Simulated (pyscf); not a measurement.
Structures and frequencies: ωB97X-D3(BJ)/def2-SVP in PySCF. MP2 and CC: frozen core, UHF for open shells. ΔMP2 is the change of the MP2 total energy from the triple- to the quadruple-zeta basis.

**Question.** For H₂B–NH₂ (SMILES BN) + CH₄ (SMILES C) -> H₂B–CH₃ (SMILES BC) + NH₃ (SMILES N), a four-centre exchange (singlet surface; B–N, C–H broken, B–C, H–N formed), PBE/def2-TZVP gives ΔE‡ = 46.1 kcal/mol and ΔE = +36.6 kcal/mol (zero: the separated reactants). In which direction and how far do r²SCAN/def2-TZVP, PBE0-D3(BJ)/def2-TZVP, CCSD(T)/def2-TZVPP + ΔMP2(QZVPP) move these?

**Answer.** r²SCAN: ΔE‡ = 48.7 kcal/mol, ΔE = +36.5 kcal/mol; PBE0-D3(BJ): ΔE‡ = 47.1 kcal/mol, ΔE = +35.9 kcal/mol; CCSD(T): ΔE‡ = 53.4 kcal/mol, ΔE = +35.1 kcal/mol. PBE's barrier lies under all of them, by 1.0 to 7.3 kcal/mol. Its reaction energy matches one of them and lies within 1.5 kcal/mol of the others. On the product side the descent ends in an adduct with a B–N contact, 24.7 kcal/mol under the separated species and 41.4 kcal/mol under the saddle at ωB97X-D3(BJ)/def2-TZVP. What is counted as broken (B–N) persists as a longer contact in the product adduct; parting that adduct is a step of its own. This is the saddle that the search found; another between the same sides may lie lower. The CCSD(T) − MP2 part came from Ansatz, without density fitting, on the same reference.
